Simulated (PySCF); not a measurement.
**Al: ionisation energy**

Al [Ne] 3s2 3p1 (2P) → Al⁺ [Ne] 3s2 (1S), as a difference of total energies. All numbers are calculated (PySCF 2.14, the non-relativistic Hamiltonian (point nucleus), in pcseg-2 (5s4p2d1f, 34 functions)). Correlated levels: valence: [Ne] frozen. The calculations carry no spin-orbit coupling.

```json
{"method": "UHF", "ionisation energy (eV)": "5.557", "error (eV)": "-0.420"}
{"method": "TPSS", "ionisation energy (eV)": "6.148", "error (eV)": "+0.171"}
{"method": "B3LYP", "ionisation energy (eV)": "6.017", "error (eV)": "+0.040"}
{"method": "MP2 (valence)", "ionisation energy (eV)": "5.684", "error (eV)": "-0.293"}
{"method": "SCS-MP2 (valence)", "ionisation energy (eV)": "5.665", "error (eV)": "-0.312"}
{"method": "CCSD (valence)", "ionisation energy (eV)": "5.714", "error (eV)": "-0.263"}
{"method": "CCSD(T) (valence)", "ionisation energy (eV)": "5.733", "error (eV)": "-0.244"}
```

Reference: 5.977 eV (measured; NIST levels, between the centres of gravity of the two terms).

Errors of the correlated levels include the incompleteness of this basis and the frozen core.
